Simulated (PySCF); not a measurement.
CH₃F, SMILES CF. Atoms are numbered in the order given.

```xyz
5

C      0.0000     0.0000     0.6348
F      0.0000     0.0000    -0.7523
H      0.8952     0.5169     0.9873
H     -0.8952     0.5169     0.9873
H      0.0000    -1.0337     0.9873
```
Charge 0, spin multiplicity 1.

Geometry: r2SCAN-D4/def2-TZVP.

These are PBE0/pcSseg-2 (PySCF) values and carry that method's errors.

GIAO shieldings, no solvent; atoms alike by connectivity are averaged. δ = σ(ref) − σ: ¹³C against TMS (σ = 186.1 ppm); ¹⁹F against CFCl3 (σ = 165.8 ppm); ¹H against TMS (σ = 31.54 ppm), references at their B3LYP-D3(BJ)/def2-TZVP geometries, non-relativistic.

Computed chemical shifts:
```csv
nucleus,atoms,count,δ (ppm)
¹³C,C1,1,76.6
¹⁹F,F2,1,-299.7
¹H,"H3, H4, H5",3,4.38
```
